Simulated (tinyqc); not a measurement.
Worked calculation: Born-Oppenheimer dynamics on the unrestricted LDA (VWN5)/sto-3g surface (energies and gradients from PySCF), for CH3, spin multiplicity 2. Computed by tinyqc, a small Python program that keeps every step (integrals from PySCF). Settings: charge = 0, multiplicity = 2, basis = sto-3g, functional = lda,vwn, time step (fs) = 0.2, steps = 24. Command: `OMP_NUM_THREADS=1 python tinyqc.py 23327 23328 out.jsonl` (the two numbers bound the seeds that draw the settings). One thread of a shared host (Intel(R) Xeon(R) Processor @ 2.60GHz), about 10 s of CPU time with the checks.

positions (bohr), order 1C, 2H, 3H, 4H:
$$\begin{pmatrix}
0.0831 & -0.0775 & -0.0586 \\
2.0182 & -0.0472 & -0.0737 \\
-0.9505 & 1.6441 & 0.0000 \\
-1.0053 & -1.7839 & -0.0057
\end{pmatrix}$$

The total energy should stay constant up to terms of order dt^2; the step counts as short enough if it moves by less than 2 % of the largest kinetic energy.

Trajectory:
```
time (fs)  1C-2H (angstrom)  potential (hartree)  kinetic (hartree)  total (hartree)
0.0000               1.0242           -38.919675           0.000847       -38.918829
0.2000               1.0241           -38.919732           0.000903       -38.918829
0.4000               1.0253           -38.919984           0.001154       -38.918830
0.6000               1.0280           -38.920411           0.001578       -38.918833
0.8000               1.0319           -38.920973           0.002137       -38.918836
1.0000               1.0371           -38.921623           0.002784       -38.918839
1.2000               1.0433           -38.922306           0.003463       -38.918842
1.4000               1.0505           -38.922967           0.004121       -38.918846
1.6000               1.0585           -38.923555           0.004707       -38.918848
1.8000               1.0672           -38.924030           0.005180       -38.918850
2.0000               1.0763           -38.924360           0.005509       -38.918851
2.2000               1.0857           -38.924528           0.005677       -38.918851
2.4000               1.0952           -38.924529           0.005679       -38.918850
2.6000               1.1048           -38.924370           0.005520       -38.918849
2.8000               1.1141           -38.924066           0.005219       -38.918848
3.0000               1.1231           -38.923643           0.004797       -38.918846
3.2000               1.1317           -38.923129           0.004286       -38.918843
3.4000               1.1397           -38.922558           0.003717       -38.918841
3.6000               1.1470           -38.921963           0.003124       -38.918839
3.8000               1.1535           -38.921378           0.002540       -38.918837
4.0000               1.1592           -38.920833           0.001998       -38.918835
4.2000               1.1640           -38.920357           0.001523       -38.918834
4.4000               1.1678           -38.919973           0.001140       -38.918833
4.6000               1.1705           -38.919699           0.000867       -38.918832
4.8000               1.1722           -38.919549           0.000718       -38.918831
```

Is the time step short enough?

Yes. The total energy moves within 2.2e-05 hartree, under 2 % of the largest kinetic energy.
